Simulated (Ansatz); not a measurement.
Consider the formal loss of a carbene: `CO/C(C)=C\F` → `CO/C=C/F` + `[CH2]` (triplet).

Gas-phase electronic energies from Ansatz, PBE0-D4/def2-TZVP geometries. CCSD(T)/CBS is the MP2 limit (def2-TZVPP, def2-QZVPP) plus CCSD(T) − MP2 in def2-TZVPP, frozen cores. This one scheme is used for every species. Double bonds are as drawn, so ΔE can hold a change between cis and trans. DFT in def2-TZVPP. Triplets are unrestricted, without spin–orbit coupling. One conformer a species, not always the lowest.

```tsv
level	ΔE (kcal/mol)
PBE-D4	109.6
ωB97X-V	111.0
PBE	107.9
r2SCAN	102.8
CCSD/def2-TZVPP	103.1
HF/def2-QZVPP	73.5
MP2/def2-QZVPP	110.6
SCS-MP2/def2-QZVPP	110.9
```

(1) What does CCSD(T)/CBS give? (Estimate.)

Largest T1 diagnostic among the species: 0.012.

## Answers

(1) The calculation gave: +108.5 kcal/mol. The listed levels differ from it by 1.1, 2.5, -0.6, -5.7, -5.4, -35.0, 2.1, 2.4 kcal/mol.

In def2-TZVPP, CCSD(T) changes the Hartree–Fock value by +32.3 kcal/mol (the triples alone add +2.7 kcal/mol) and MP2 by +35.6 kcal/mol. The D4 term adds +2.6 kcal/mol with B3LYP and +1.4 kcal/mol with PBE0; it sums over pairs of atoms, weighted by their polarisabilities, and B3LYP, whose exchange is more repulsive, gets the larger term. From PBE to PBE0 (25 % exact exchange), in def2-TZVPP and without D4, ΔE moves by −1.5 kcal/mol.

B3LYP here is the variant with VWN-RPA as its local correlation; programs differ in this.
